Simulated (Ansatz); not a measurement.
# CH4MgSi (SMILES [MgH][CH]=[SiH2]): functionals against CCSD(T) at one geometry

An exercise on one series of results from a longer session: the logs are not shown, and one member is left open.

Computed with Ansatz 0.2.0, Gaussian basis. Level: single points in def2-TZVPP.

Correlated methods freeze the cores. The outer core shell of Li, Na, Mg and K is correlated.

## Where the work starts

SMILES `[MgH][CH]=[SiH2]`, 7 atoms, charge 0, spin multiplicity 1.

Atoms are counted from 1 here; the program's logs count them from 0.

Bond lengths: Mg1–C2 2.032 Å, Mg1–H4 1.663 Å, C2–Si3 1.679 Å, C2–H5 1.158 Å, Si3–H6 1.613 Å, Si3–H7 1.398 Å. Angles: C2–Mg1–H4 164.8°, Mg1–C2–Si3 126.2°, Mg1–C2–H5 114.2°, Si3–C2–H5 119.6°, C2–Si3–H6 120.3°, C2–Si3–H7 136.2°, H6–Si3–H7 103.4°.

Geometry (Å):

```xyz
7

Mg   -1.6145   -0.3196   -1.1049
C     0.2006   -0.7203   -0.2846
Si    1.0768    0.2917    0.7290
H    -3.0857    0.3491   -1.4970
H     0.6318   -1.7563   -0.5708
H     0.4805    1.7273    1.1598
H     2.2745    0.2105    1.4459
```

Set-up of the first run:

run/in.yaml

```yaml
crystal:
  periodic: [false, false, false]
  atoms:
    - {symbol: Mg, position_ang: [-1.614500, -0.319600, -1.104900]}
    - {symbol: C, position_ang: [0.200600, -0.720300, -0.284600]}
    - {symbol: Si, position_ang: [1.076800, 0.291700, 0.729000]}
    - {symbol: H, position_ang: [-3.085700, 0.349100, -1.497000]}
    - {symbol: H, position_ang: [0.631800, -1.756300, -0.570800]}
    - {symbol: H, position_ang: [0.480500, 1.727300, 1.159800]}
    - {symbol: H, position_ang: [2.274500, 0.210500, 1.445900]}
basis:
  gaussian: {orbitals: def2-TZVPP}
correlation: {method: ccsd_t}
output: {forces: true}
```

No record of the launch command was kept for these runs.

Steps of the session up to this table: CCSD(T)/def2-TZVPP; PBE0-D4/def2-TZVPP; wB97M-V/def2-TZVPP; r2SCAN-D4/def2-TZVPP; PBE-D4/def2-TZVPP; LC-wPBE/def2-TZVPP; r2SCANh-D4/def2-TZVPP.

One of the session's tables, all rows but one given; the rest of the session is left out.

| method | RMS force component (eV/Å) | angle to CCSD(T) forces (°) | dipole (D) |
| --- | --- | --- | --- |
| CCSD(T) | 1.177 | reference | 1.61 |
| PBE0-D4 | 1.135 | 8.0 | 1.54 |
| wB97M-V | 1.117 | 9.5 | 1.58 |
| r2SCAN-D4 | 1.130 | 6.3 | 1.59 |
| PBE-D4 | ? | ? | ? |
| LC-wPBE | 1.132 | 15.4 | 1.56 |
| r2SCANh-D4 | 1.135 | 7.4 | 1.59 |

Estimate the missing values for PBE-D4.

As computed: RMS force component (eV/Å): 1.122; angle to CCSD(T) forces (°): 6.2; dipole (D): 1.51. In the column «RMS force component (eV/Å)» it lies between wB97M-V (1.117) and r2SCAN-D4 (1.130).
